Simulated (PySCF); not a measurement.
# NaP⁺ with other numerical set-ups

The method stays; parts of the set-up, such as the basis or the Hamiltonian, are changed.

Computed with PySCF 2.14.0. Level: each script names its method and basis.

## (1) Starting geometry

NaP⁺: 2 atoms, charge 1, spin multiplicity 2.

Bond lengths: Na1–P2 2.603 Å.

## (2) Base script

input.py reads:

```python
from pyscf import gto, scf, cc

mol = gto.M(
    atom='Na 0 0 0; P 0 0 2.603',
    basis='cc-pcvdz',
    charge=1,
    spin=1,
    verbose=3,
)
mf = scf.UHF(mol)
mf.kernel()
mycc = cc.CCSD(mf, frozen=6)
mycc.kernel()
mf.dip_moment()
print('orbital energies (hartree):', [e[max(0, n-3):n+3].round(4) for e, n in zip(mf.mo_energy, mol.nelec)])
```

Launch:

```sh
$ OMP_NUM_THREADS=1 python input.py
```

The log of this run is left out.

In short: E(SCF) = -502.309705 Eh, E(CCSD) − E(SCF) = -0.28473 Eh, ⟨S²⟩ = 0.759.

The bond length is a typed value, not an optimised one. The dipole of an ion depends on the origin.

## (3) 6-31+g*

Run 1 changes basis set: cc-pcvdz → 6-31+g*.

input.py reads:

```python
from pyscf import gto, scf, cc

mol = gto.M(
    atom='Na 0 0 0; P 0 0 2.603',
    basis='6-31+g*',
    charge=1,
    spin=1,
    verbose=3,
)
mf = scf.UHF(mol)
mf.kernel()
mycc = cc.CCSD(mf, frozen=6)
mycc.kernel()
mf.dip_moment()
print('orbital energies (hartree):', [e[max(0, n-3):n+3].round(4) for e, n in zip(mf.mo_energy, mol.nelec)])
```

Launch:

```sh
$ OMP_NUM_THREADS=1 python input.py
```

## (4) Lanl2dz (core potential on)

Run 2 changes basis set: cc-pcvdz → lanl2dz; core potential: off → on; frozen orbitals: 6 → none. The core potential changes with it: totals don't compare.

input.py, as its differences from that of step 2:

```diff
@@ -4,3 +4,4 @@
     atom='Na 0 0 0; P 0 0 2.603',
-    basis='cc-pcvdz',
+    basis='lanl2dz',
+    ecp={'Na': 'lanl2dz', 'P': 'lanl2dz'},
     charge=1,
@@ -11,3 +12,3 @@
 mf.kernel()
-mycc = cc.CCSD(mf, frozen=6)
+mycc = cc.CCSD(mf)
 mycc.kernel()
```

## (5) Spin-free X2C on

Run 3 changes spin-free X2C: off → on.

input.py, as its differences from that of step 2:

```diff
@@ -10,2 +10,3 @@
 mf = scf.UHF(mol)
+mf = mf.sfx2c1e()
 mf.kernel()
```

## (6) Aug-cc-pvdz

Run 4 changes basis set: cc-pcvdz → aug-cc-pvdz.

input.py, as its differences from that of step 2:

```diff
@@ -4,3 +4,3 @@
     atom='Na 0 0 0; P 0 0 2.603',
-    basis='cc-pcvdz',
+    basis='aug-cc-pvdz',
     charge=1,
```

## (7) 6-31g*

Run 5 changes basis set: cc-pcvdz → 6-31g*.

input.py, as its differences from that of step 2:

```diff
@@ -4,3 +4,3 @@
     atom='Na 0 0 0; P 0 0 2.603',
-    basis='cc-pcvdz',
+    basis='6-31g*',
     charge=1,
```

**Question.** What will these runs give? Wanted: for each run, E(SCF); from base; gap, α spin; after the SCF.

**Answer**, as computed:

```
                        run  E(SCF) (hartree)  from base (eV)  gap, α spin (eV)  functions                            after the SCF
                       base       -502.309705               0              8.48         54  CCSD correlation -7.748 eV, core frozen
                    6-31+g*       -502.277760         +0.8693              8.43         44  CCSD correlation -2.483 eV, core frozen
lanl2dz (core potential on)         -6.229462  not comparable               n/a         16               CCSD correlation -0.832 eV
           spin-free X2C on       -503.237508        -25.2468              8.48         54  CCSD correlation -7.746 eV, core frozen
                aug-cc-pvdz       -502.311919         -0.0602              8.47         54  CCSD correlation -2.700 eV, core frozen
                     6-31g*       -502.277436         +0.8781              8.45         36  CCSD correlation -2.467 eV, core frozen
```

**Reading.** Of the runs whose energies can be compared, “spin-free X2C on” moves the SCF energy most (-25.247 eV). 6-31+g* (44 functions) gives an energy 0.87 eV higher than cc-pcvdz (54). Scalar relativity lowers the total energy by 25.25 eV, nearly all of it in the inner shells; a basis contracted without relativity catches only part of it. aug-cc-pvdz (54 functions) gives an energy 0.06 eV lower than cc-pcvdz (54). 6-31g* (36 functions) gives an energy 0.88 eV higher than cc-pcvdz (54).
